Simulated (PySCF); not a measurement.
## Indirect couplings

Molfile (atoms numbered from 1):
```
C2H6O
     RDKit          3D

  9  8  0  0  0  0  0  0  0  0999 V2000
    1.0637    0.3487    0.3624 C   0  0  0  0  0  0  0  0  0  0  0  0
    0.1681    0.3034   -0.7113 O   0  0  0  0  0  0  0  0  0  0  0  0
   -1.0368   -0.3176   -0.3636 C   0  0  0  0  0  0  0  0  0  0  0  0
    1.3206   -0.6601    0.7166 H   0  0  0  0  0  0  0  0  0  0  0  0
    0.6505    0.9151    1.2095 H   0  0  0  0  0  0  0  0  0  0  0  0
    1.9716    0.8432    0.0164 H   0  0  0  0  0  0  0  0  0  0  0  0
   -0.8769   -1.3569   -0.0419 H   0  0  0  0  0  0  0  0  0  0  0  0
   -1.6775   -0.3155   -1.2456 H   0  0  0  0  0  0  0  0  0  0  0  0
   -1.5474    0.2187    0.4492 H   0  0  0  0  0  0  0  0  0  0  0  0
  1  2  1  0
  2  3  1  0
  1  4  1  0
  1  5  1  0
  1  6  1  0
  3  7  1  0
  3  8  1  0
  3  9  1  0
M  END
```

Indirect spin–spin couplings were computed at B3LYP/pcJ-2 (PySCF) on a PBE0-D3(BJ)/def2-TZVP structure, for the isolated molecule, without vibrational or relativistic corrections. Couplings are averaged over pairs made equivalent by symmetry, fast rotation or ring inversion, so a value needn't be that of the named pair in this geometry, while other rotamers aren't included; one pair stands for each set, and the list holds those of at least 0.8 Hz over up to four bonds.

Isotopes: ¹³C, ¹H, ¹⁷O. Couplings to quadrupolar nuclei such as 17O and 33S are rarely resolved in practice.

```csv
pair,bonds,J (Hz)
"C1, O2",1,?
"C1, H4",1,144.2
"C1, C3",2,-2.0
"O2, H4",2,?
"H4, H5",2,-10.7
"C1, H7",3,6.6
```

Question: Estimate the withheld couplings, with signs.

Answer: 
- ¹J(C1,O2) = 22.7 Hz (bond length 1.399 Å)
- ²J(O2,H4) = -6.6 Hz (mean over equivalent pairs that range from -13.8 to -3.0 Hz in this conformer)
